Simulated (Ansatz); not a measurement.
Start from `C=N/C(O)=C/F` and change one atom or group to get `O/C=C\F`.

Ansatz, PBE0-D4/def2-TZVP geometries, multiplicity 1. Each molecule was computed in one conformer, which needn't be the lowest.

| property | `C=N/C(O)=C/F` |
| --- | --- |
| HOMO–LUMO gap (ωB97M-V/def2-TZVPP) / eV | 9.29 |
| size of the dipole moment (B3LYP/def2-TZVPP) / D | 3.12 |
| HOMO energy (B3LYP/def2-TZVPP) / eV | -6.24 |
| size of the dipole moment (PBE/def2-TZVPP) / D | 2.72 |
| HOMO energy (ωB97M-V/def2-TZVPP) / eV | -8.61 |
| HOMO energy (PBE0/def2-TZVPP) / eV | -6.43 |

(1) Give the same properties after the change, and the shifts. (Estimate.)

Answers

(1) Computed: 
```tsv
property	`O/C=C\F`	shift
HOMO–LUMO gap (ωB97M-V/def2-TZVPP) / eV	11.68	2.39
size of the dipole moment (B3LYP/def2-TZVPP) / D	0.73	-2.39
HOMO energy (B3LYP/def2-TZVPP) / eV	-6.58	-0.34
size of the dipole moment (PBE/def2-TZVPP) / D	0.56	-2.16
HOMO energy (ωB97M-V/def2-TZVPP) / eV	-9.05	-0.44
HOMO energy (PBE0/def2-TZVPP) / eV	-6.78	-0.35
```

With PBE0 the HOMO falls by 0.35 eV and the LUMO rises by 2.38 eV, so the gap widens by about 2.73 eV. PBE moves the HOMO by -0.21 eV and ωB97M-V by -0.44 eV. Dipoles are sizes alone; their direction can turn.

B3LYP here is the variant with VWN-RPA as its local correlation; programs differ in this.
